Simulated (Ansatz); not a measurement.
**Structure relaxation of K**

Method: Ansatz, DFT PBEsol, scalar-relativistic, plane waves, PAW. Cutoff 420 eV, Γ-centred k mesh, Gaussian smearing, no spin polarisation in the final step.

K was placed on the simple cubic structure type (Pm-3m, No. 221), at a guessed volume.

```
K
1.0
     4.31121    0.00000    0.00000
     0.00000    4.31121    0.00000
     0.00000    0.00000    4.31121
K
1
Direct
  0.00000 0.00000 0.00000
```

Cell and atoms relax at zero pressure; the relaxation can't lower the symmetry of the start.

Energies count from the standard state of K at the same level.

(1) Describe the relaxed structure.

(2) What are its volume, energy, density and gap?

## Answers

(1) It keeps Pm-3m (No. 221). The result has the simple cubic structure. Conventional cell: a = 4.229 Å. Around K lie 6 K at 4.23 Å.

Space group Pm-3m (No. 221). a = 4.229 Å, b = 4.229 Å, c = 4.229 Å, α = 90.00°, β = 90.00°, γ = 90.00°
```
atom site symmetry x y z
   K    1a m-3m  0.0000  0.0000  0.0000
```

(2) The volume per atom is 75.63 Å³. The density is 0.86 g/cm³ and the energy over the standard structure is 0.11 eV/atom. The gap on the 14×14×14 mesh is 0 eV (a metal).

The final run used a 14×14×14 mesh on its 1-atom cell and 0.10 eV smearing. For metals, differences of a few meV/atom aren't resolved. A structure relaxed within its symmetry needn't be a true minimum. The steps took about 30 core-seconds in all.